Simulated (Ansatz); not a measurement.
Reaction (substitution at a C–C bond): `C=C(C)C=S` + `C=C(O)O` → `C=C(O)OC` + `C=CC=S`

Gas-phase electronic energies from Ansatz, PBE0-D4/def2-TZVP geometries. CCSD(T)/CBS is the MP2 limit (def2-TZVPP, def2-QZVPP) plus CCSD(T) − MP2 in def2-TZVPP, frozen cores. Functionals use def2-TZVPP. B3LYP here is the variant with VWN-RPA as its local correlation; programs differ in this. One conformer a species, not always the lowest.

Q: Is it downhill or uphill in electronic energy at CCSD(T)/CBS, and by how much? (An estimate is asked.)

A: Ansatz gave: Uphill: ΔE = +55.7 kJ/mol.

Q: What do these levels give: PBE-D4, PBE0-D4, B3LYP-D4, ωB97X-V, ωB97M-V, B2PLYP, PBE0, B3LYP, MP2/def2-TZVPP, HF/def2-QZVPP, MP2/def2-QZVPP, CCSD/CBS(def2)? (An estimate is asked.)

A: Ansatz gave: PBE-D4 56.4, PBE0-D4 58.1, B3LYP-D4 50.9, ωB97X-V 52.4, ωB97M-V 55.1, B2PLYP 51.6, PBE0 56.3, B3LYP 47.5, MP2/def2-TZVPP 61.5, HF/def2-QZVPP 42.8, MP2/def2-QZVPP 62.2, CCSD/CBS(def2) 54.8 kJ/mol.

Largest T1 diagnostic among the species: 0.016.

The D4 term adds +3.4 kJ/mol with B3LYP and +1.8 kJ/mol with PBE0; it sums over pairs of atoms, weighted by their polarisabilities, and B3LYP, whose exchange is more repulsive, gets the larger term. In def2-TZVPP, CCSD(T) changes the Hartree–Fock value by +10.7 kJ/mol (the triples alone add +0.9 kJ/mol) and MP2 by +18.1 kJ/mol.
